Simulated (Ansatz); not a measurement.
Barrier H2 + HS via H3S, on the benchmark's geometries as Psi4's copy gives them; open shells unrestricted, no zero-point energy, no spin–orbit coupling.
Transition structure (charge 0, multiplicity 2):
```json
[
 {"atom": "H", "x (Å)": "1.2621", "y (Å)": "-0.2201", "z (Å)": "0.0000"},
 {"atom": "S", "x (Å)": "0.0000", "y (Å)": "0.2232", "z (Å)": "0.0000"},
 {"atom": "H", "x (Å)": "-0.5006", "y (Å)": "-1.1154", "z (Å)": "0.0000"},
 {"atom": "H", "x (Å)": "-0.7615", "y (Å)": "-2.2349", "z (Å)": "0.0000"}
]
```

Correlated levels freeze the cores.

The values were computed with Ansatz (Gaussian basis) for Hartree–Fock, density functionals and correlated methods. Values without a source in brackets are computed.

The barrier height is − E(H2) − E(HS) + E(TS). Total energies (hartree):

```csv
level,H2,HS,TS
HF/aug-cc-pV(D+d)Z,-1.1287979,-398.0944684,-399.1830867
CCSD(T)/aug-cc-pV(D+d)Z,-1.1646367,-398.2434673,-399.3807155
HF/aug-cc-pV(T+d)Z,-1.1330169,-398.1070666,-399.1969234
CCSD(T)/aug-cc-pV(T+d)Z,-1.1726348,-398.2933004,-399.4374037
```

### Question
Work out the barrier height at the basis-set limit: extrapolate the CCSD(T) correlation part as X⁻³, take Hartree–Fock from the larger set.

### Answer

1. Differences (1 hartree = 627.509 kcal/mol): HF/aug-cc-pV(D+d)Z 25.213; CCSD(T)/aug-cc-pV(D+d)Z 17.187; HF/aug-cc-pV(T+d)Z 27.083; CCSD(T)/aug-cc-pV(T+d)Z 17.904.
2. Correlation parts, CCSD(T) less HF: -8.027 in aug-cc-pV(D+d)Z (X = 2), -9.180 in aug-cc-pV(T+d)Z (X = 3).
3. Limit (3³·(-9.180) − 2³·(-8.027))/(3³ − 2³) = -9.665; with HF/aug-cc-pV(T+d)Z it gives 17.418.
Result: 17.42 kcal/mol, against 17.19 at CCSD(T)/aug-cc-pV(D+d)Z. It is an estimate of this method's limit, not of the exact value.

Ansatz is an electronic-structure program.
